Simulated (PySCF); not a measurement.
These are B3LYP-D3(BJ)/def2-TZVP in PySCF values and carry that method's errors. All species are isolated molecules in the gas phase. B3LYP has the VWN-RPA correlation part, as in Gaussian. Excitations are Tamm–Dancoff values on a coarser integration grid. The basis has no diffuse functions, so Rydberg states are missing or too high.

Reference species (SMILES): `[F][Al]([F])[F]` (neutral, multiplicity 1).

S1 excitation (TDA): 8.12 eV
S1–T1 gap (TDA): 0.23 eV
S1 oscillator strength: 0.000

Changed species: `[Al]([I])([I])[F]` (2 of 3 F replaced by I; the reference has 0 of 3 F replaced by I).

Problem. Give the shifts of the S1 excitation (TDA), S1–T1 gap (TDA) and S1 oscillator strength.

Solution. the S1 excitation (TDA) falls by 3.34 eV, to 4.78 eV; the S1–T1 gap (TDA) rises by 0.07 eV, to 0.30 eV; the S1 oscillator strength rises by 0.014, to 0.014.
